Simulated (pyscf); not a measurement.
This saddle point was located with ωB97X-D3(BJ)/def2-SVP in PySCF.

```xyz
10

N     -0.6435    -0.7241     0.1530
Si    -2.0903    -0.5531     0.9179
H     -0.0620    -1.5584     0.1808
H     -2.3902     0.8993     0.4541
H     -2.4995    -1.7638     1.6927
Si     0.0435     0.7246    -0.8803
H     -1.4302     1.4159    -0.3291
H     -0.4277     0.9678    -2.2887
H      0.7664     1.8708    -0.2259
H      1.2640    -0.1523    -1.2032
```

Surface: singlet, charge 0. Lowest wavenumbers (cm⁻¹): 1226i, 122, 236, 389, 448.

Problem. Which two sides does it connect, and which bonds change?

Solution. HN=SiH₂ + silane (SiH₄) <-> :HSi–NH–SiH₃ [singlet] + hydrogen (H₂), a concerted two-bond exchange read from left to right: H–Si, H–Si broken and N–Si, H–H formed. At ωB97M-D3(BJ)/def2-TZVP it lies +29.8 kcal/mol from the left side and +53.1 kcal/mol from the right (each side as separated species at their lowest minima found). HN=SiH₂ lies 18.2 kcal/mol over its isomer H₂N–SiH: [singlet] (electronic energy, ωB97M-D3(BJ)/def2-TZVP). One saddle was located; it need not be the lowest between these sides.
